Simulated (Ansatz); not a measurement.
A single point on `[SH-]`.

```yaml
crystal:
  periodic: [false, false, false]
  atoms:
    - {symbol: S, position_ang: [0.574726, -0.187869, 0.295541]}
    - {symbol: H, position_ang: [-0.574726, 0.187869, -0.295541]}
basis:
  gaussian: {orbitals: def2-TZVPPD}
total_charge: -1
hamiltonian: {xc: pbe}
correlation: {method: rpa}
```

```sh
$ ansatz run in.yaml --threads 2 --pin off --events-out ev --progress --plain
```

Shortened log:

```
Functional definition: PBE
386 factors; integrals over basis functions are off by at most 1.0e-3 eV
mean field evaluation 1: about -10846.5490 eV, gradient 2.4e1 eV
mean field evaluation 2: about -10846.5478 eV, gradient 2.4e1 eV
mean field evaluation 4: about -10848.1802 eV, gradient 3.4e0 eV
mean field evaluation 8: about -10848.2275 eV, gradient 5.2e-1 eV
mean field evaluation 16: about -10848.2285 eV, gradient 5.0e-6 eV
mean field -10848.22846390 eV, -398.6650428550 hartree, gradient 5.0e-6 eV, S^2 0.000000; 0 other end points of the search recorded, 0 dependent functions left out
5 core orbitals not correlated: weight in the atoms' cores, before any rotation towards them, 1.000 or more for the frozen orbitals, at most 0.000 for the correlated occupied ones
reference -10833.57957036 eV, -398.1267059466 hartree; 4, 4 occupied and 59, 59 virtual orbitals, 386 factors
Total energy: -10842.76304534 eV, -398.4641924273 hartree
```

It took 0.3 s on 2 threads of a server CPU on a shared host, with 0.11 GiB of host memory at the peak.
